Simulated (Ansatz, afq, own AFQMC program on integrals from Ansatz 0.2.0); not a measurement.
Where AFQMC and coupled cluster stand for CH4Si, singlet

```xyz
6

Si    0.0000   -0.0789    0.6655
C     0.0000    0.0388   -1.2235
H     0.0000    1.4378    0.8730
H     0.0000   -0.9301   -1.7242
H     0.8736    0.6136   -1.5569
H    -0.8736    0.6136   -1.5569
```

Connectivity, by distances: SiH–CH3.

Basis cc-pVDZ. Only valence electrons are correlated. AFQMC by an in-house program on the Cholesky factors that Ansatz 0.2.0 writes for its CCSD(T) run. The CISD trial takes its coefficients from CCSD amplitudes. Released means that phaseless walkers are propagated on without the constraint, phases kept. Uncertainties: one standard error, sampling alone.

Determinant: UHF, the one that the program's search chose, which needn't be the lowest solution. The geometry is a PBE0/def2-TZVP stationary point of this or a neighbouring charge and spin state.

No full CI on the walks' own integrals is used here; CCSDT(Q) serves as the reference and is uncertain by about the last step of the cluster series.

Cautions: higher spins were not checked; an unrestricted solution with more broken spin lies lower (94 meV, ⟨S²⟩ 0.38), while this determinant keeps restricted orbitals.

- T1 diagnostic: 0.0116
- weight of the determinant in the CISD state: 0.864
- ⟨S²⟩ of the determinant: 0.000
- size of the correlated space: 12 electrons in 46 orbitals

```csv
level,correlation energy (eV)
MP2,-6.3250
CCSD,-7.4030
CCSD(T),-7.5989
```

Question: Estimate where phaseless AFQMC with a CISD trial lies against CCSD(T) on the same integrals.

Answer: 46.8 ± 14.8 meV below CCSD(T).

Reference: CCSDT(Q), correlation energy -7.634 eV. The released energy is read at 2.40 1/Eh (meV from the phaseless value at times in 1/Eh: 8 ± 14 at 0.24, 10 ± 12 at 0.51, 23 ± 14 at 0.99, -19 ± 18 at 1.62, 22 ± 16 at 2.40).

| level | E − E(reference) (meV) | share of correlation (%) |
| --- | --- | --- |
| CCSD(T) | 35.3 | 99.54 |
| CCSDT | 11.1 | 99.85 |
| ph-AFQMC/HF | -10.7 ± 53.9 | 100.14 |
| ph-AFQMC/CISD | -11.5 ± 14.8 | 100.15 |
| released AFQMC | 10.7 ± 16.3 | 99.86 |

A walk keeps the symmetry of its determinant, which the program's search chose and which needn't be the lowest solution, so a lower state of the same spin and another symmetry isn't excluded. Released energies are given only where the last usable release times agree within the noise; a slower fall can still hide under it.
